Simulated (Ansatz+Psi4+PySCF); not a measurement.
A calculation with PySCF 2.14.0.

```python
from pyscf import gto, scf, mp

# the (T+d) and (D+d) sets load through basis_set_exchange
mol = gto.M(atom="""
Na 0.000000 0.000000 -1.451660
Cl 0.000000 0.000000 0.939310
""", basis={'Cl': 'cc-pv(t+d)z', 'Na': 'cc-pcvtz'}, charge=1, spin=1)
mf = scf.UHF(mol)
mf.kernel()
pt = mp.MP2(mf, frozen=6).run()
print(mf.e_tot, pt.e_corr, pt.e_tot)
```

The script is written out from the run's settings.

Output:

| Item | Value |
| --- | --- |
| Converged | yes |
| Reference energy | -621.16280 hartree |
| Correlation energy | -0.42205 hartree |
| Total energy | -621.58485 hartree |
| Spin squared of the determinant | 0.760 |

Messages of the program:
```
WARN: beta  nocc = 13  HOMO -0.456299535028613 >= LUMO -0.456299535028606
WARN: HOMO -0.456299535028606 >= LUMO -0.456299535028606
WARN: beta  nocc = 13  HOMO -0.456299535028613 >= LUMO -0.456299535028606
WARN: HOMO -0.456299535028606 >= LUMO -0.456299535028606
```
